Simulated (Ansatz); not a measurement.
Fluorite CeO2 was calculated with HSE06+SOC (Ansatz, a quantum-chemistry and plane-wave program, PAW).

Settings: plane-wave cutoff 460 eV, 8×8×8 k mesh, Fermi–Dirac smearing 0.01 eV, PAW data made under PBE.

Cell (measured lattice):

```cif
data_Ce4O8
_chemical_formula_sum 'Ce4 O8'
_space_group_name_H-M_alt 'Fm-3m'
_space_group_IT_number 225
_space_group_name_Hall '-F 4 2 3'
_cell_length_a 5.40970
_cell_length_b 5.40970
_cell_length_c 5.40970
_cell_angle_alpha 90.000
_cell_angle_beta 90.000
_cell_angle_gamma 90.000
loop_
_atom_site_label
_atom_site_type_symbol
_atom_site_symmetry_multiplicity
_atom_site_Wyckoff_symbol
_atom_site_fract_x
_atom_site_fract_y
_atom_site_fract_z
_atom_site_occupancy
Ce1 Ce 4 a 0.00000 0.00000 0.00000 1
O1 O 8 c 0.25000 0.25000 0.25000 1
```
(The calculation used a cell of 3 atoms; values per cell refer to that cell.)

Task: Predict the band gap, smallest direct gap on the k points sampled and direct gap at Γ.

Result: 
- band gap = 3.54 eV (indirect)
- smallest direct gap on the k points sampled = 3.68 eV
- direct gap at Γ = 4.51 eV

Measured, for comparison: band gap 3 eV (temperature not stated, no zero-point or thermal correction, O 2p to Ce 4f, our sources range from 3.00 to 3.20; as tabulated in Tran et al. (2019), arXiv:1908.01820). Computed (rounded) less measured: band gap +0.54 eV (+0.34 eV to +0.54 eV over the range).

Note: cell and atoms aren't relaxed at this level (pressure -1.8 GPa).
